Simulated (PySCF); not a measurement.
H4N2, SMILES NN (connectivity only; charge and spin as stated), charge +1, multiplicity 2. Atoms are numbered in the order given.

```xyz
6

N      0.0000     0.0000    -0.6525
N      0.0000     0.0000     0.6525
H      0.0000    -0.8820    -1.1506
H      0.0000     0.8820    -1.1506
H      0.0000     0.8820     1.1506
H      0.0000    -0.8820     1.1506
```
Charge +1, spin multiplicity 2.

The structure is a stationary point at ωB97X-D3(BJ)/def2-TZVP. The spin state was assumed, not searched.

All values below come from PBE/def2-TZVPD (PySCF).

Mulliken values depend strongly on the basis, most of all with diffuse functions as here. ESP charges are fitted to the potential on shells at 1.4 to 2.0 van der Waals radii. Atomic charges (e):

```csv
atom,Mulliken,meta-Löwdin,ESP fit,Mulliken spin
N1,0.01,-0.13,-0.36,0.55
N2,0.01,-0.13,-0.36,0.55
H3,0.25,0.32,0.43,-0.03
H4,0.25,0.32,0.43,-0.03
H5,0.25,0.32,0.43,-0.03
H6,0.25,0.32,0.43,-0.03
```
